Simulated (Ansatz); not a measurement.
**SiH2 (singlet): B3LYP, r2SCANh, wB97M-V over a scan of the angle H2–Si1–H3, cc-pVDZ, part 1 of 2**

How well do these functionals follow the top wave-function level for SiH2 (singlet) over a scan of the angle H2–Si1–H3?

Method: cc-pVDZ, all electrons in the functionals; program: Ansatz 0.2.0, Gaussian basis.

Plan: B3LYP, r2SCANh, wB97M-V, at 73.8°; 84.2°; 91.2°; 107.9°; 124.0°; 140.1°; 162.0°; 180.0°.

9 further runs of the same task are left out: 1 for a mislabelled method, 7 that didn't finish, 1 set aside as unsound or not needed.

### Step 1. The geometry

The geometry derives from a PBE0/def2-TZVP stationary point (not a proven minimum). One angle is set to the value named; bond lengths are kept.

3 atoms, charge 0, spin multiplicity 1.

Atoms are counted from 1 here; the program's logs count them from 0.

Bond lengths: Si1–H2 1.526 Å, Si1–H3 1.526 Å. Angles: H2–Si1–H3 91.2°.

No dispersion term is added; wB97M-V holds VV10 nonlocal correlation. B3LYP takes the VWN-RPA correlation.

The geometry shown and the zero of energy belong to the point 91.2°. The yardstick, FCI, and other wave-function levels (R restricted, U unrestricted, valence and pair active spaces) come from earlier runs.

### Step 2. B3LYP, 73.8°

The input, in.yaml:

```yaml
crystal:
  periodic: [false, false, false]
  atoms:
    - {symbol: Si, position_ang: [0.000000, -0.081700, 0.000000]}
    - {symbol: H, position_ang: [0.000000, 1.138249, -0.915963]}
    - {symbol: H, position_ang: [0.000000, 1.138249, 0.915963]}
basis:
  gaussian: {orbitals: cc-pVDZ}
magnetization: {spin_polarized: true, initial_magnetization: 0}
hamiltonian: {xc: {name: B3LYP}}
```

Started as:

```
ansatz run in.yaml --threads 1 --pin off --events-out ev --progress --plain --max-ram 2393MiB
```

The program printed (excerpt; [...] marks lines left out):

```text
Functional definition: B3LYP
  name "B3LYP"
  cite "Stephens, Devlin, Chabalowski & Frisch, J. Phys. Chem. 98, 11623 (1994) doi:10.1021/j100096a001"
  cite "Becke, Phys. Rev. A 38, 3098 (1988) doi:10.1103/PhysRevA.38.3098"
  cite "Lee, Yang & Parr, Phys. Rev. B 37, 785 (1988) doi:10.1103/PhysRevB.37.785"
  cite "Vosko, Wilk & Nusair, Can. J. Phys. 58, 1200 (1980) doi:10.1139/p80-159"
[...]
271 factors; integrals over basis functions are off by at most 2.3e-3 eV
[...]
mean field -7908.22868205 eV, -290.6220436754 hartree, gradient 4.3e-5 eV, S^2 0.000000; 1 other end points of the search recorded, 0 dependent functions left out
reference -7908.22886299 eV, -290.6220503247 hartree; 8, 8 occupied and 20, 20 virtual orbitals, 271 factors
Total energy: -7908.22886299 eV, -290.6220503247 hartree
```

It took 0.33 s on 1 thread of Intel Xeon 6975P-C, shared host.

From the report: ⟨S²⟩ of the determinant 0.000 (pure singlet: 0.00).

### Step 3. B3LYP, 84.2°

The input, in.yaml:

```yaml
crystal:
  periodic: [false, false, false]
  atoms:
    - {symbol: Si, position_ang: [0.000000, -0.075804, 0.000000]}
    - {symbol: H, position_ang: [0.000000, 1.056108, -1.022761]}
    - {symbol: H, position_ang: [0.000000, 1.056108, 1.022761]}
basis:
  gaussian: {orbitals: cc-pVDZ}
magnetization: {spin_polarized: true, initial_magnetization: 0}
hamiltonian: {xc: {name: B3LYP}}
```

Launched as before.

The program printed (excerpt; [...] marks lines left out):

```text
Functional definition: B3LYP
  name "B3LYP"
  cite "Stephens, Devlin, Chabalowski & Frisch, J. Phys. Chem. 98, 11623 (1994) doi:10.1021/j100096a001"
  cite "Becke, Phys. Rev. A 38, 3098 (1988) doi:10.1103/PhysRevA.38.3098"
  cite "Lee, Yang & Parr, Phys. Rev. B 37, 785 (1988) doi:10.1103/PhysRevB.37.785"
  cite "Vosko, Wilk & Nusair, Can. J. Phys. 58, 1200 (1980) doi:10.1139/p80-159"
[...]
271 factors; integrals over basis functions are off by at most 1.2e-3 eV
[...]
mean field -7908.40894388 eV, -290.6286681756 hartree, gradient 2.9e-5 eV, S^2 0.000000; 1 other end points of the search recorded, 0 dependent functions left out
reference -7908.40912373 eV, -290.6286747848 hartree; 8, 8 occupied and 20, 20 virtual orbitals, 271 factors
Total energy: -7908.40912373 eV, -290.6286747848 hartree
```

Run time: 0.31 s. Hardware: 1 thread of Intel Xeon 6975P-C, shared host.

From the report: ⟨S²⟩ of the determinant 0.000 (pure singlet: 0.00).

### Step 4. B3LYP, 91.2°

The input, in.yaml:

```yaml
crystal:
  periodic: [false, false, false]
  atoms:
    - {symbol: Si, position_ang: [0.000000, -0.071477, 0.000000]}
    - {symbol: H, position_ang: [0.000000, 0.995827, -1.090012]}
    - {symbol: H, position_ang: [0.000000, 0.995827, 1.090012]}
basis:
  gaussian: {orbitals: cc-pVDZ}
magnetization: {spin_polarized: true, initial_magnetization: 0}
hamiltonian: {xc: {name: B3LYP}}
```

The command is unchanged.

The program printed (excerpt; [...] marks lines left out):

```text
Functional definition: B3LYP
  name "B3LYP"
  cite "Stephens, Devlin, Chabalowski & Frisch, J. Phys. Chem. 98, 11623 (1994) doi:10.1021/j100096a001"
  cite "Becke, Phys. Rev. A 38, 3098 (1988) doi:10.1103/PhysRevA.38.3098"
  cite "Lee, Yang & Parr, Phys. Rev. B 37, 785 (1988) doi:10.1103/PhysRevB.37.785"
  cite "Vosko, Wilk & Nusair, Can. J. Phys. 58, 1200 (1980) doi:10.1139/p80-159"
[...]
271 factors; integrals over basis functions are off by at most 1.3e-3 eV
[...]
mean field -7908.44511587 eV, -290.6299974717 hartree, gradient 9.7e-6 eV, S^2 0.000000; 1 other end points of the search recorded, 0 dependent functions left out
reference -7908.44529527 eV, -290.6300040644 hartree; 8, 8 occupied and 20, 20 virtual orbitals, 271 factors
Total energy: -7908.44529527 eV, -290.6300040644 hartree
```

It took 0.33 s on 1 thread of Intel Xeon 6975P-C, shared host.

From the report: ⟨S²⟩ of the determinant 0.000 (pure singlet: 0.00).

### Step 5. B3LYP, 107.9°

The input, in.yaml:

```yaml
crystal:
  periodic: [false, false, false]
  atoms:
    - {symbol: Si, position_ang: [0.000000, -0.060123, 0.000000]}
    - {symbol: H, position_ang: [0.000000, 0.837642, -1.233403]}
    - {symbol: H, position_ang: [0.000000, 0.837642, 1.233403]}
basis:
  gaussian: {orbitals: cc-pVDZ}
magnetization: {spin_polarized: true, initial_magnetization: 0}
hamiltonian: {xc: {name: B3LYP}}
```

Launched as before.

The program printed (excerpt; [...] marks lines left out):

```text
Functional definition: B3LYP
  name "B3LYP"
  cite "Stephens, Devlin, Chabalowski & Frisch, J. Phys. Chem. 98, 11623 (1994) doi:10.1021/j100096a001"
  cite "Becke, Phys. Rev. A 38, 3098 (1988) doi:10.1103/PhysRevA.38.3098"
  cite "Lee, Yang & Parr, Phys. Rev. B 37, 785 (1988) doi:10.1103/PhysRevB.37.785"
  cite "Vosko, Wilk & Nusair, Can. J. Phys. 58, 1200 (1980) doi:10.1139/p80-159"
[...]
271 factors; integrals over basis functions are off by at most 1.3e-3 eV
[...]
mean field -7908.27779281 eV, -290.6238484625 hartree, gradient 1.0e-5 eV, S^2 0.111376; 4 other end points of the search recorded, 0 dependent functions left out
reference -7908.27797794 eV, -290.6238552659 hartree; 8, 8 occupied and 20, 20 virtual orbitals, 271 factors
Total energy: -7908.27797794 eV, -290.6238552659 hartree
```

Wall time 0.66 s (1 thread of Intel Xeon 6975P-C, shared host).

From the report: ⟨S²⟩ of the determinant 0.111 (pure singlet: 0.00).

From 91.2°: +3.9 kcal/mol.

### Step 6. B3LYP, 124.0°

The input, in.yaml:

```yaml
crystal:
  periodic: [false, false, false]
  atoms:
    - {symbol: Si, position_ang: [0.000000, -0.047963, 0.000000]}
    - {symbol: H, position_ang: [0.000000, 0.668233, -1.346969]}
    - {symbol: H, position_ang: [0.000000, 0.668233, 1.346969]}
basis:
  gaussian: {orbitals: cc-pVDZ}
magnetization: {spin_polarized: true, initial_magnetization: 0}
hamiltonian: {xc: {name: B3LYP}}
```

Same command.

The program printed (excerpt; [...] marks lines left out):

```text
Functional definition: B3LYP
  name "B3LYP"
  cite "Stephens, Devlin, Chabalowski & Frisch, J. Phys. Chem. 98, 11623 (1994) doi:10.1021/j100096a001"
  cite "Becke, Phys. Rev. A 38, 3098 (1988) doi:10.1103/PhysRevA.38.3098"
  cite "Lee, Yang & Parr, Phys. Rev. B 37, 785 (1988) doi:10.1103/PhysRevB.37.785"
  cite "Vosko, Wilk & Nusair, Can. J. Phys. 58, 1200 (1980) doi:10.1139/p80-159"
[...]
271 factors; integrals over basis functions are off by at most 1.2e-3 eV
[...]
mean field -7907.87704041 eV, -290.6091210835 hartree, gradient 1.9e-5 eV, S^2 0.448538; 5 other end points of the search recorded, 0 dependent functions left out
reference -7907.87722370 eV, -290.6091278193 hartree; 8, 8 occupied and 20, 20 virtual orbitals, 271 factors
Total energy: -7907.87722370 eV, -290.6091278193 hartree
```

It took 0.57 s on 1 thread of Intel Xeon 6975P-C, shared host.

From the report: ⟨S²⟩ of the determinant 0.449 (pure singlet: 0.00).

From 91.2°: +13.1 kcal/mol.

### Step 7. B3LYP, 140.1°

The input, in.yaml:

```yaml
crystal:
  periodic: [false, false, false]
  atoms:
    - {symbol: Si, position_ang: [0.000000, -0.034859, 0.000000]}
    - {symbol: H, position_ang: [0.000000, 0.485655, -1.433991]}
    - {symbol: H, position_ang: [0.000000, 0.485655, 1.433991]}
basis:
  gaussian: {orbitals: cc-pVDZ}
magnetization: {spin_polarized: true, initial_magnetization: 0}
hamiltonian: {xc: {name: B3LYP}}
```

The command is unchanged.

The program printed (excerpt; [...] marks lines left out):

```text
Functional definition: B3LYP
  name "B3LYP"
  cite "Stephens, Devlin, Chabalowski & Frisch, J. Phys. Chem. 98, 11623 (1994) doi:10.1021/j100096a001"
  cite "Becke, Phys. Rev. A 38, 3098 (1988) doi:10.1103/PhysRevA.38.3098"
  cite "Lee, Yang & Parr, Phys. Rev. B 37, 785 (1988) doi:10.1103/PhysRevB.37.785"
  cite "Vosko, Wilk & Nusair, Can. J. Phys. 58, 1200 (1980) doi:10.1139/p80-159"
[...]
271 factors; integrals over basis functions are off by at most 1.2e-3 eV
[...]
mean field -7907.33699582 eV, -290.5892748110 hartree, gradient 1.7e-5 eV, S^2 0.745841; 6 other end points of the search recorded, 0 dependent functions left out
reference -7907.33717735 eV, -290.5892814821 hartree; 8, 8 occupied and 20, 20 virtual orbitals, 271 factors
Total energy: -7907.33717735 eV, -290.5892814821 hartree
```

Run time: 0.78 s. Hardware: 1 thread of Intel Xeon 6975P-C, shared host.

From the report: ⟨S²⟩ of the determinant 0.746 (pure singlet: 0.00). The determinant is far from a pure spin state, so its energy mixes those of several spin states (harmless only where they are near-degenerate, as at dissociation).

From 91.2°: +25.6 kcal/mol.

### Step 8. B3LYP, 162.0°

The input, in.yaml:

```yaml
crystal:
  periodic: [false, false, false]
  atoms:
    - {symbol: Si, position_ang: [0.000000, -0.015982, 0.000000]}
    - {symbol: H, position_ang: [0.000000, 0.222665, -1.506755]}
    - {symbol: H, position_ang: [0.000000, 0.222665, 1.506755]}
basis:
  gaussian: {orbitals: cc-pVDZ}
magnetization: {spin_polarized: true, initial_magnetization: 0}
hamiltonian: {xc: {name: B3LYP}}
```

Launched as before.

The program printed (excerpt; [...] marks lines left out):

```text
Functional definition: B3LYP
  name "B3LYP"
  cite "Stephens, Devlin, Chabalowski & Frisch, J. Phys. Chem. 98, 11623 (1994) doi:10.1021/j100096a001"
  cite "Becke, Phys. Rev. A 38, 3098 (1988) doi:10.1103/PhysRevA.38.3098"
  cite "Lee, Yang & Parr, Phys. Rev. B 37, 785 (1988) doi:10.1103/PhysRevB.37.785"
  cite "Vosko, Wilk & Nusair, Can. J. Phys. 58, 1200 (1980) doi:10.1139/p80-159"
[...]
271 factors; integrals over basis functions are off by at most 1.3e-3 eV
[...]
mean field -7906.55317452 eV, -290.5604699093 hartree, gradient 4.2e-6 eV, S^2 0.979344; 9 other end points of the search recorded, 0 dependent functions left out
reference -7906.55334639 eV, -290.5604762254 hartree; 8, 8 occupied and 20, 20 virtual orbitals, 271 factors
Total energy: -7906.55334639 eV, -290.5604762254 hartree
```

It took 1.4 s on 1 thread of Intel Xeon 6975P-C, shared host.

From the report: ⟨S²⟩ of the determinant 0.979 (pure singlet: 0.00). The determinant is far from a pure spin state, so its energy mixes those of several spin states (harmless only where they are near-degenerate, as at dissociation).

From 91.2°: +43.6 kcal/mol.

### Step 9. B3LYP, 180.0°

The input, in.yaml:

```yaml
crystal:
  periodic: [false, false, false]
  atoms:
    - {symbol: Si, position_ang: [0.000000, 0.000000, 0.000000]}
    - {symbol: H, position_ang: [0.000000, 0.000000, -1.525537]}
    - {symbol: H, position_ang: [0.000000, 0.000000, 1.525537]}
basis:
  gaussian: {orbitals: cc-pVDZ}
magnetization: {spin_polarized: true, initial_magnetization: 0}
hamiltonian: {xc: {name: B3LYP}}
```

Launched as before.

The program printed (excerpt; [...] marks lines left out):

```text
Functional definition: B3LYP
  name "B3LYP"
  cite "Stephens, Devlin, Chabalowski & Frisch, J. Phys. Chem. 98, 11623 (1994) doi:10.1021/j100096a001"
  cite "Becke, Phys. Rev. A 38, 3098 (1988) doi:10.1103/PhysRevA.38.3098"
  cite "Lee, Yang & Parr, Phys. Rev. B 37, 785 (1988) doi:10.1103/PhysRevB.37.785"
  cite "Vosko, Wilk & Nusair, Can. J. Phys. 58, 1200 (1980) doi:10.1139/p80-159"
[...]
269 factors; integrals over basis functions are off by at most 1.3e-3 eV
[...]
mean field -7906.20171268 eV, -290.5475539249 hartree, gradient 1.5e-5 eV, S^2 1.004472; 6 other end points of the search recorded, 0 dependent functions left out
reference -7906.20188231 eV, -290.5475601588 hartree; 8, 8 occupied and 20, 20 virtual orbitals, 269 factors
Total energy: -7906.20188231 eV, -290.5475601588 hartree
```

Run time: 0.81 s. Hardware: 1 thread of Intel Xeon 6975P-C, shared host.

From the report: ⟨S²⟩ of the determinant 1.004 (pure singlet: 0.00). The determinant is far from a pure spin state, so its energy mixes those of several spin states (harmless only where they are near-degenerate, as at dissociation).

From 91.2°: +51.7 kcal/mol.

### Step 10. r2SCANh, 73.8°

The input, in.yaml:

```yaml
crystal:
  periodic: [false, false, false]
  atoms:
    - {symbol: Si, position_ang: [0.000000, -0.081700, 0.000000]}
    - {symbol: H, position_ang: [0.000000, 1.138249, -0.915963]}
    - {symbol: H, position_ang: [0.000000, 1.138249, 0.915963]}
basis:
  gaussian: {orbitals: cc-pVDZ}
magnetization: {spin_polarized: true, initial_magnetization: 0}
hamiltonian: {xc: {name: r2SCANh}}
```

The command is unchanged.

The program printed (excerpt; [...] marks lines left out):

```text
Functional definition: r2SCANh
  name "r2SCANh"
  cite "Bursch, Neugebauer, Ehlert & Grimme, J. Chem. Phys. 156, 134105 (2022) doi:10.1063/5.0086040"
  cite "Furness, Kaplan, Ning, Perdew & Sun, J. Phys. Chem. Lett. 11, 8208 (2020) doi:10.1021/acs.jpclett.0c02405"
  cite "Furness, Kaplan, Ning, Perdew & Sun, J. Phys. Chem. Lett. 11, 9248 (2020) doi:10.1021/acs.jpclett.0c03077"
  parent r2scan
[...]
271 factors; integrals over basis functions are off by at most 2.3e-3 eV
[...]
mean field -7906.55813851 eV, -290.5606523327 hartree, gradient 2.2e-6 eV, S^2 0.000000; 1 other end points of the search recorded, 0 dependent functions left out
reference -7906.55814584 eV, -290.5606526022 hartree; 8, 8 occupied and 20, 20 virtual orbitals, 271 factors
Total energy: -7906.55814584 eV, -290.5606526022 hartree
```

It took 0.72 s on 1 thread of Intel Xeon 6975P-C, shared host.

From the report: ⟨S²⟩ of the determinant 0.000 (pure singlet: 0.00).

### Step 11. r2SCANh, 84.2°

The input, in.yaml:

```yaml
crystal:
  periodic: [false, false, false]
  atoms:
    - {symbol: Si, position_ang: [0.000000, -0.075804, 0.000000]}
    - {symbol: H, position_ang: [0.000000, 1.056108, -1.022761]}
    - {symbol: H, position_ang: [0.000000, 1.056108, 1.022761]}
basis:
  gaussian: {orbitals: cc-pVDZ}
magnetization: {spin_polarized: true, initial_magnetization: 0}
hamiltonian: {xc: {name: r2SCANh}}
```

Launched as before.

The program printed (excerpt; [...] marks lines left out):

```text
Functional definition: r2SCANh
  name "r2SCANh"
  cite "Bursch, Neugebauer, Ehlert & Grimme, J. Chem. Phys. 156, 134105 (2022) doi:10.1063/5.0086040"
  cite "Furness, Kaplan, Ning, Perdew & Sun, J. Phys. Chem. Lett. 11, 8208 (2020) doi:10.1021/acs.jpclett.0c02405"
  cite "Furness, Kaplan, Ning, Perdew & Sun, J. Phys. Chem. Lett. 11, 9248 (2020) doi:10.1021/acs.jpclett.0c03077"
  parent r2scan
[...]
271 factors; integrals over basis functions are off by at most 1.2e-3 eV
[...]
mean field -7906.73214595 eV, -290.5670469883 hartree, gradient 6.0e-6 eV, S^2 0.093051; 5 other end points of the search recorded, 0 dependent functions left out
reference -7906.73215349 eV, -290.5670472653 hartree; 8, 8 occupied and 20, 20 virtual orbitals, 271 factors
Total energy: -7906.73215349 eV, -290.5670472653 hartree
```

Run time: 1.4 s. Hardware: 1 thread of Intel Xeon 6975P-C, shared host.

From the report: ⟨S²⟩ of the determinant 0.093 (pure singlet: 0.00).

### Step 12. r2SCANh, 91.2°

The input, in.yaml:

```yaml
crystal:
  periodic: [false, false, false]
  atoms:
    - {symbol: Si, position_ang: [0.000000, -0.071477, 0.000000]}
    - {symbol: H, position_ang: [0.000000, 0.995827, -1.090012]}
    - {symbol: H, position_ang: [0.000000, 0.995827, 1.090012]}
basis:
  gaussian: {orbitals: cc-pVDZ}
magnetization: {spin_polarized: true, initial_magnetization: 0}
hamiltonian: {xc: {name: r2SCANh}}
```

Launched as before.

The program printed (excerpt; [...] marks lines left out):

```text
Functional definition: r2SCANh
  name "r2SCANh"
  cite "Bursch, Neugebauer, Ehlert & Grimme, J. Chem. Phys. 156, 134105 (2022) doi:10.1063/5.0086040"
  cite "Furness, Kaplan, Ning, Perdew & Sun, J. Phys. Chem. Lett. 11, 8208 (2020) doi:10.1021/acs.jpclett.0c02405"
  cite "Furness, Kaplan, Ning, Perdew & Sun, J. Phys. Chem. Lett. 11, 9248 (2020) doi:10.1021/acs.jpclett.0c03077"
  parent r2scan
[...]
271 factors; integrals over basis functions are off by at most 1.3e-3 eV
[...]
mean field -7906.77796067 eV, -290.5687306481 hartree, gradient 2.4e-5 eV, S^2 0.208097; 4 other end points of the search recorded, 0 dependent functions left out
reference -7906.77796835 eV, -290.5687309302 hartree; 8, 8 occupied and 20, 20 virtual orbitals, 271 factors
Total energy: -7906.77796835 eV, -290.5687309302 hartree
```

Wall time 1.1 s (1 thread of Intel Xeon 6975P-C, shared host).

From the report: ⟨S²⟩ of the determinant 0.208 (pure singlet: 0.00).

### Step 13. r2SCANh, 107.9°

The input, in.yaml:

```yaml
crystal:
  periodic: [false, false, false]
  atoms:
    - {symbol: Si, position_ang: [0.000000, -0.060123, 0.000000]}
    - {symbol: H, position_ang: [0.000000, 0.837642, -1.233403]}
    - {symbol: H, position_ang: [0.000000, 0.837642, 1.233403]}
basis:
  gaussian: {orbitals: cc-pVDZ}
magnetization: {spin_polarized: true, initial_magnetization: 0}
hamiltonian: {xc: {name: r2SCANh}}
```

The command is unchanged.

The program printed (excerpt; [...] marks lines left out):

```text
Functional definition: r2SCANh
  name "r2SCANh"
  cite "Bursch, Neugebauer, Ehlert & Grimme, J. Chem. Phys. 156, 134105 (2022) doi:10.1063/5.0086040"
  cite "Furness, Kaplan, Ning, Perdew & Sun, J. Phys. Chem. Lett. 11, 8208 (2020) doi:10.1021/acs.jpclett.0c02405"
  cite "Furness, Kaplan, Ning, Perdew & Sun, J. Phys. Chem. Lett. 11, 9248 (2020) doi:10.1021/acs.jpclett.0c03077"
  parent r2scan
[...]
271 factors; integrals over basis functions are off by at most 1.3e-3 eV
[...]
mean field -7906.68450203 eV, -290.5652961063 hartree, gradient 8.6e-5 eV, S^2 0.458723; 4 other end points of the search recorded, 0 dependent functions left out
reference -7906.68450989 eV, -290.5652963953 hartree; 8, 8 occupied and 20, 20 virtual orbitals, 271 factors
Total energy: -7906.68450989 eV, -290.5652963953 hartree
```

Run time: 1.1 s. Hardware: 1 thread of Intel Xeon 6975P-C, shared host.

From the report: ⟨S²⟩ of the determinant 0.459 (pure singlet: 0.00).

From 91.2°: +2.2 kcal/mol.

### Step 14. r2SCANh, 124.0°

The input, in.yaml:

```yaml
crystal:
  periodic: [false, false, false]
  atoms:
    - {symbol: Si, position_ang: [0.000000, -0.047963, 0.000000]}
    - {symbol: H, position_ang: [0.000000, 0.668233, -1.346969]}
    - {symbol: H, position_ang: [0.000000, 0.668233, 1.346969]}
basis:
  gaussian: {orbitals: cc-pVDZ}
magnetization: {spin_polarized: true, initial_magnetization: 0}
hamiltonian: {xc: {name: r2SCANh}}
```

Same command.

The program printed (excerpt; [...] marks lines left out):

```text
Functional definition: r2SCANh
  name "r2SCANh"
  cite "Bursch, Neugebauer, Ehlert & Grimme, J. Chem. Phys. 156, 134105 (2022) doi:10.1063/5.0086040"
  cite "Furness, Kaplan, Ning, Perdew & Sun, J. Phys. Chem. Lett. 11, 8208 (2020) doi:10.1021/acs.jpclett.0c02405"
  cite "Furness, Kaplan, Ning, Perdew & Sun, J. Phys. Chem. Lett. 11, 9248 (2020) doi:10.1021/acs.jpclett.0c03077"
  parent r2scan
[...]
271 factors; integrals over basis functions are off by at most 1.2e-3 eV
[...]
mean field -7906.37298076 eV, -290.5538479107 hartree, gradient 3.2e-5 eV, S^2 0.678720; 6 other end points of the search recorded, 0 dependent functions left out
reference -7906.37298879 eV, -290.5538482059 hartree; 8, 8 occupied and 20, 20 virtual orbitals, 271 factors
Total energy: -7906.37298879 eV, -290.5538482059 hartree
```

It took 1.4 s on 1 thread of Intel Xeon 6975P-C, shared host.

From the report: ⟨S²⟩ of the determinant 0.679 (pure singlet: 0.00). The determinant is far from a pure spin state, so its energy mixes those of several spin states (harmless only where they are near-degenerate, as at dissociation).

From 91.2°: +9.3 kcal/mol.

### Step 15. r2SCANh, 140.1°

The input, in.yaml:

```yaml
crystal:
  periodic: [false, false, false]
  atoms:
    - {symbol: Si, position_ang: [0.000000, -0.034859, 0.000000]}
    - {symbol: H, position_ang: [0.000000, 0.485655, -1.433991]}
    - {symbol: H, position_ang: [0.000000, 0.485655, 1.433991]}
basis:
  gaussian: {orbitals: cc-pVDZ}
magnetization: {spin_polarized: true, initial_magnetization: 0}
hamiltonian: {xc: {name: r2SCANh}}
```

The command is unchanged.

The program printed (excerpt; [...] marks lines left out):

```text
Functional definition: r2SCANh
  name "r2SCANh"
  cite "Bursch, Neugebauer, Ehlert & Grimme, J. Chem. Phys. 156, 134105 (2022) doi:10.1063/5.0086040"
  cite "Furness, Kaplan, Ning, Perdew & Sun, J. Phys. Chem. Lett. 11, 8208 (2020) doi:10.1021/acs.jpclett.0c02405"
  cite "Furness, Kaplan, Ning, Perdew & Sun, J. Phys. Chem. Lett. 11, 9248 (2020) doi:10.1021/acs.jpclett.0c03077"
  parent r2scan
[...]
271 factors; integrals over basis functions are off by at most 1.2e-3 eV
[...]
mean field -7905.91654265 eV, -290.5370741197 hartree, gradient 7.3e-6 eV, S^2 0.862088; 6 other end points of the search recorded, 0 dependent functions left out
reference -7905.91655063 eV, -290.5370744128 hartree; 8, 8 occupied and 20, 20 virtual orbitals, 271 factors
Total energy: -7905.91655063 eV, -290.5370744128 hartree
```

Wall time 1.8 s (1 thread of Intel Xeon 6975P-C, shared host).

From the report: ⟨S²⟩ of the determinant 0.862 (pure singlet: 0.00). The determinant is far from a pure spin state, so its energy mixes those of several spin states (harmless only where they are near-degenerate, as at dissociation).

From 91.2°: +19.9 kcal/mol.

(Continued in part 2 of 2.)
